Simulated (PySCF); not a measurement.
Gas-phase reaction: 5 SiHF + HF → Si₂H₆ + 3 SiF₂

Computed with PySCF and rigid-rotor harmonic-oscillator thermochemistry at 1 bar. † marks an energy on the PBE0/def2-TZVP geometry and frequencies; other levels use their own. 6-31G* has spherical d functions here. All species are closed-shell singlets. B3LYP is the form with VWN-RPA correlation. SiHF: computed as isolated molecules; such fragments, hydroxides, amides, oligomers or adducts are transient or little studied in the gas. The harmonic model lacks anharmonicity and excited electronic states, which grow with temperature; levels with a mode under 35 cm⁻¹ are left out. Internal rotation in Si₂H₆ is treated as a harmonic vibration of one conformer, which makes the entropy rough.

```tsv
level	ΔE electronic, kJ	ΔH°(298 K), kJ	ΔS°(298 K), J/K	ΔG°(1800 K), kJ
B3LYP/6-31G*	-819	-797	-325	-234
BLYP/def2-TZVP†	-748	-729	-324	-168
HF/6-31G*	-777	-757	-328	-185
PBE/def2-SVP	-810	-790	-322	-234
PBE0/def2-QZVP†	-810	-790	-324	-229
PBE0/def2-SVP†	-810	-791	-324	-230
PBE0/def2-TZVP	-815	-796	-324	-235
LDA/def2-TZVP†	-876	-856	-324	-295
ωB97X-V/def2-TZVP†	-821	-802	-324	-241
```
ΔH° is lowest at LDA/def2-TZVP† and highest at BLYP/def2-TZVP†. No reference value is set beside these.
